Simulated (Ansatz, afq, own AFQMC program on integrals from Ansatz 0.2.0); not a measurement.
**BSiH, singlet in 6-31G, levels against full CI**

```xyz
3

Si    0.0000    0.0000    2.1253
B     0.0000    0.0000   -0.4697
H     0.0000    0.0000   -1.6556
```

Connectivity, by distances: Si ··· BH.

Basis 6-31G. Noble-gas cores (and the filled d shells of Ga–Kr and In–Xe) are frozen. Integrals, coupled cluster, full CI and functionals: Ansatz 0.2.0; the random walks run on the same integrals in our own AFQMC program. ph-AFQMC/CISD is guided by a CISD state made of CCSD amplitudes; releasing the constraint for a short imaginary time cuts its bias at the price of noise, slowly where states lie close. ± is one standard error of the sampling.

Determinant: RHF, the one that the program's search chose, which needn't be the lowest solution. The geometry is a point of a scan.

Full CI on the same integrals is exact in this basis and with this determinant's frozen core.

Cautions: higher spins were not checked; restricted determinant unstable towards unrestricted (UHF 946 meV lower, ⟨S²⟩ 1.21); strong correlation (T1 0.113, weight of the determinant 0.70, largest double 0.27); (T) is large, 7 % of the CCSD correlation; the CCSDTQ amplitudes may be one of several solutions (largest double 0.95); the released energies are still falling, so no released level is given (meV from the phaseless value at times in 1/Eh: -1 ± 5 at 0.24, -8 ± 5 at 0.51, -19 ± 6 at 0.99, -24 ± 6 at 1.62, -32 ± 6 at 2.40); the determinant fills πx and πy unequally, so it mixes two states of the linear molecule, and each level undoes that mixture to a different degree, while full CI gives the lower state, and by Hund's rule a triplet of that filling probably lies lower still; CCSDTQ on the UHF determinant differs (433 meV lower), perhaps since the unrestricted series falls towards higher spin.

The T1 diagnostic is 0.1127. The weight of the determinant in the CISD state is 0.700. The size of the correlated space is 8 electrons in 18 orbitals.

Reference: full CI, correlation energy -3.806 eV. The cautions show a poor starting determinant, so the rows tell how each method copes with it here, and full CI is the sure value.

```csv
level,E − E(reference) (meV),share of correlation (%)
HF,3806.1,0.00
MP2,1516.3,60.16
CCSD,344.8,90.94
CCSD(T),95.4,97.49
CCSDT,74.9,98.03
CCSDT(Q),26.5,99.30
CCSDTQ,7.9,99.79
ph-AFQMC/CISD,118.7 ± 6.1,96.88
```

CCSDT and higher add their correlation energy to the determinant of the CCSD(T) run, since their own runs factorise the integrals more tightly (a shift of under 2 meV).
